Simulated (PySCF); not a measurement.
Geometry (Å), atoms numbered from 1 in this order:
```xyz
9

N     2.255    0.214   -1.424
C     1.377   -0.151   -0.779
C     0.256   -0.581    0.042
C    -0.732    0.558    0.248
Cl   -2.084    0.014    1.259
H     0.635   -0.930    1.005
H    -0.238   -1.427   -0.443
H    -1.144    0.897   -0.701
H    -0.260    1.399    0.753
```

Geometry: PBE0-D3(BJ)/def2-TZVP; GIAO shifts from PySCF, gas phase, non-relativistic, averaged over equivalent atoms.

At B97-2/pcSseg-2 (243 basis functions, 16 s wall time on 1 thread of an Arm Neoverse V2, shared host):
```
atoms  δ (ppm)
   N1    293.8
   C2    121.5
   C4     45.7
   C3     23.6
  Cl5    105.5
H8/H9     3.59
H6/H7     2.51
```

Referencing at the same level of theory: 15N (σref 261.75) against NH3; 13C (σref 185.38), 1H (σref 31.64) against TMS; 35Cl (σref 941.52) against HCl.

Question: Predict the values at PBE0/pcSseg-2 on the same geometry.

Answer: 
```csv
atoms,δ at PBE0/pcSseg-2,change
N1,302.0,+8.2
C2,124.2,+2.7
C4,45.2,-0.5
C3,23.4,-0.2
Cl5,108.3,+2.8
H8/H9,3.58,-0.01
H6/H7,2.49,-0.02
```

Shifts are taken against calculated references (same method and geometry level): 15N (σref 263.78) against NH3; 13C (σref 186.03) and 1H (σref 31.52) vs TMS; HCl for 35Cl (σref 945.66).

The largest change is at N1 (nitrile nitrogen). Cost: 243 basis functions, 18 s wall time on 1 thread of an Arm Neoverse V2, shared host. The order of the carbon signals is the same at both levels.

Carbons that carry Cl, above all several Cl atoms, come out too deshielded, partly because spin–orbit coupling is missing. Experimental scales use liquid or dissolved standards, which lie at an offset from isolated NH3 (liquid NH3: subtract about 20 ppm). Unscaled 15N shifts of sp2 nitrogen come out 20 to 40 ppm too high even then.
